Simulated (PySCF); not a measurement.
**What each rung costs, and what it gives**

Saddle point of CH8BN, singlet (CH₅B ([BH2][CH3]) + NH₃ → BNH₄ ([BH2][NH2]) + CH₄; bonds formed: C2–H5; dative contacts that become bonds: B1–N6; bonds broken: B1–C2, H5–N6), PBE0-D4/def2-TZVP structure:

```
11
angstrom
B -0.6069 -0.3729 -0.3199
C 0.7654 0.7915 -0.6293
H -0.3695 -1.3099 -1.0318
H -1.5974 0.2684 -0.5403
H 0.3993 0.1515 0.5153
N -0.3960 -0.6838 1.2079
H 0.4451 0.8648 -1.6688
H 0.7279 1.7999 -0.2082
H 1.7964 0.4273 -0.6342
H -1.0815 -0.3292 1.8537
H -0.0828 -1.6076 1.4557
```

Barriers are electronic and count from the start structure reached by relaxing down the imaginary mode.

PySCF 2.14 with density fitting (its default auxiliary sets; JK sets also for MP2 and CCSD(T)); basis: as named in each row; cores frozen in the correlated methods. B3LYP uses VWN-RPA correlation. Extrapolation: Hartree–Fock as exp(−7.88 √X), correlation as X^−2.97.

Times are rough, for one single point on 4 threads of a shared host (Intel Xeon Platinum 8259CL).

The estimate by CCSD(T) at an estimated basis limit (MP2 extrapolated from triple and quadruple zeta, plus CCSD(T) − MP2 in triple zeta) is 183.2 kJ/mol.

| method | basis | time (s) | barrier (kJ/mol) | method less estimate |
| --- | --- | --- | --- | --- |
| HF | STO-3G | under 1 | 324.7 | 141.6 |
| B3LYP-D4 | 6-31G | 4 | 187.1 | 4.0 |
| PBE0-D4 | def2-SVP | 4 | 169.7 | -13.5 |
| MP2 | def2-QZVPP | 5 | 177.5 | -5.7 |
| PBE-D4 | def2-SVP | 5 | 154.2 | -29.0 |
| SPW92 | def2-TZVPP | 8 | 143.5 | -39.7 |
| PBE0-D4 | def2-TZVPP | 10 | 170.5 | -12.7 |
| PBE-D4 | def2-TZVPP | 11 | 156.8 | -26.4 |
| B3LYP-D4 | def2-TZVPP | 11 | 178.5 | -4.6 |
| BHLYP-D4 | def2-TZVPP | 11 | 195.3 | 12.2 |
| r2SCAN-D4 | def2-TZVPP | 20 | 167.5 | -15.7 |
| CCSD(T) | def2-SVP | 30 | 197.3 | 14.1 |
| CCSD(T) | def2-TZVPP | 200 | 187.3 | 4.1 |
| wB97M-V | def2-TZVPP | 270 | 179.3 | -3.8 |

All methods are single points on the PBE0-D4 structures.

T1 diagnostic: at most 0.012.

The step is the kind of exchange with an N–H group that builds nitride films in atomic layer and chemical vapour deposition.

Labels in which every atom is bracketed show which atoms are joined, not bond orders.
